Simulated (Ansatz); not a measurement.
Niobium, bcc: convergence with cold smearing

Computed with Ansatz, LDA, scalar-relativistic PAW, on the relaxed cell (a = 3.246 Å; spin not included). Errors count from a run at 420 eV on a Γ-centred 22×22×22 mesh with Fermi-Dirac smearing of 0.1 eV, extrapolated to zero width. Fixed here: cutoff 420 eV, mesh 14×14×14. The SCF starts from atomic densities corrected by a trained network.

```json
{"width (eV)": "0.01", "E(σ→0) error (meV/atom)": "5.9", "F error (meV/atom)": "5.9", "P (GPa)": "0.04", "SCF iterations": "6"}
{"width (eV)": "0.03", "E(σ→0) error (meV/atom)": "6.0", "F error (meV/atom)": "5.9", "P (GPa)": "0.07", "SCF iterations": "5"}
{"width (eV)": "0.1", "E(σ→0) error (meV/atom)": "5.4", "F error (meV/atom)": "5.8", "P (GPa)": "0.09", "SCF iterations": "5"}
{"width (eV)": "0.2", "E(σ→0) error (meV/atom)": "6.5", "F error (meV/atom)": "6.8", "P (GPa)": "0.13", "SCF iterations": "5"}
{"width (eV)": "0.3", "E(σ→0) error (meV/atom)": "7.4", "F error (meV/atom)": "6.5", "P (GPa)": "0.15", "SCF iterations": "5"}
{"width (eV)": "0.6", "E(σ→0) error (meV/atom)": "4.0", "F error (meV/atom)": "3.5", "P (GPa)": "-0.01", "SCF iterations": "5"}
{"width (eV)": "1.0", "E(σ→0) error (meV/atom)": "-3.6", "F error (meV/atom)": "15.9", "P (GPa)": "-0.72", "SCF iterations": "5"}
```
